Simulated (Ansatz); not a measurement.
Geometry optimisation, UKS PBE/6-31G* (Ansatz 0.2.0).

Input file:

```yaml
crystal:
  periodic: [false, false, false]
  atoms:
    - { symbol: B, position_ang: [0.034821, 0.01667, -0.252707] }
    - { symbol: H, position_ang: [0.126582, -0.274519, 0.909051] }
    - { symbol: H, position_ang: [0.991859, 0.328782, -0.917599] }
    - { symbol: "N", position_ang: [-1.232858, 0.002015, -0.837861] }
    - { symbol: H, position_ang: [-2.080182, -0.245174, -0.328584] }
    - { symbol: H, position_ang: [-1.406148, 0.244091, -1.811994] }
    - { symbol: Si, position_ang: [-0.223671, 0.02181, 3.532865] }
    - { symbol: H, position_ang: [-0.752671, -1.254016, 4.129233] }
    - { symbol: H, position_ang: [1.274585, -0.032379, 3.451913] }
    - { symbol: H, position_ang: [-0.646716, 1.192721, 4.377884] }
magnetization:
  spin_polarized: true
  initial_magnetization: 1
basis:
  gaussian: { orbitals: "6-31G*" }
hamiltonian:
  xc: pbe
relax:
  f_tol: 0.03
  max_steps: 50
```

Launched with:

```bash
$ ansatz run input.yaml --threads 1 --pin off --max-ram 2048MiB --backend cpu --events-out ev --progress --plain --runs-dir out
```

**Question.** Where does it end, and by what steps?

**Answer.** The run converged. The force dipped under the threshold on the way, but the program's further checks kept it going. After 41 steps the energy has fallen by 0.093 eV; H2 moved furthest, 1.94 Å.

| step | energy less start (eV) | largest force component (eV/Å) | accepted |
| --- | --- | --- | --- |
| 0 | 0.0000 | 0.322 | yes |
| 2 | -0.0316 | 0.262 | yes |
| 4 | -0.0367 | 0.066 | yes |
| 6 | -0.0381 | 0.022 | yes |
| 8 | -0.0399 | 0.072 | yes |
| 10 | -0.0426 | 0.205 | no |
| 12 | -0.0467 | 0.049 | yes |
| 14 | -0.0502 | 0.157 | yes |
| 16 | -0.0538 | 0.056 | yes |
| 18 | -0.0557 | 0.093 | yes |
| 20 | -0.0578 | 0.105 | yes |
| 22 | -0.0610 | 0.165 | yes |
| 24 | -0.0628 | 0.126 | yes |
| 26 | -0.0669 | 0.048 | yes |
| 28 | -0.0714 | 0.368 | yes |
| 30 | -0.0790 | 0.066 | yes |
| 32 | -0.0832 | 0.191 | yes |
| 34 | -0.0877 | 0.063 | yes |
| 36 | -0.0874 | 0.115 | no |
| 38 | -0.0907 | 0.107 | yes |
| 40 | -0.0922 | 0.102 | yes |
| 41 | -0.0929 | 0.021 | yes |

```xyz
10
Properties=species:S:1:pos:R:3
B 0.266 -0.476 -0.500
H 0.515 -1.652 -0.405
H 1.057 0.327 -0.928
N -0.997 -0.022 -0.097
H -1.727 -0.633 0.265
H -1.288 0.954 -0.151
Si -0.653 0.538 3.295
H -0.917 -0.937 3.210
H 0.749 0.864 2.873
H -0.920 1.036 4.689
```

Whether the end is a true minimum wasn't checked by a vibrational analysis.

The run took 68 s on 1 thread of Intel(R) Xeon(R) 6975P-C (Granite Rapids) (shared host), peak memory 0.16 GiB.
